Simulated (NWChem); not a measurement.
Molecule: ethane (C$_{2}$H$_{6}$); SMILES CC

```xyz
8

C      0.0000     0.0000     0.7596
C      0.0000     0.0000    -0.7596
H     -0.7240     0.7240     1.1652
H      0.9890     0.2650     1.1652
H     -0.2650    -0.9890     1.1652
H     -0.9890    -0.2650    -1.1652
H      0.7240    -0.7240    -1.1652
H      0.2650     0.9890    -1.1652
```
Atoms are numbered in this order, from 1.

Results from NWChem. All runs use the structure optimised with PBE0/def2-SVP.

### Question
Taking CAM-B3LYP/def2-TZVPP as the yardstick, which of these has the fewest basis functions while keeping “highest occupied level (eV)” within 0.05 eV of it: CAM-B3LYP/def2-TZVP; CAM-B3LYP/def2-SVP; CAM-B3LYP/def2-SVPD; CAM-B3LYP/def2-TZVPD; CAM-B3LYP/STO-3G?

### Answer
CAM-B3LYP/def2-SVPD.
| level | basis functions | highest occupied level (eV) |
|---|---|---|
| CAM-B3LYP/STO-3G | 16 | -9.99 |
| CAM-B3LYP/def2-SVP | 58 | -10.94 |
| CAM-B3LYP/def2-SVPD | 88 | -11.01 |
| CAM-B3LYP/def2-TZVP | 98 | -11.01 |
| CAM-B3LYP/def2-TZVPD | 128 | -11.01 |
| CAM-B3LYP/def2-TZVPP | 146 | -11.00 |

The yardstick is one finite set, not the basis-set limit.
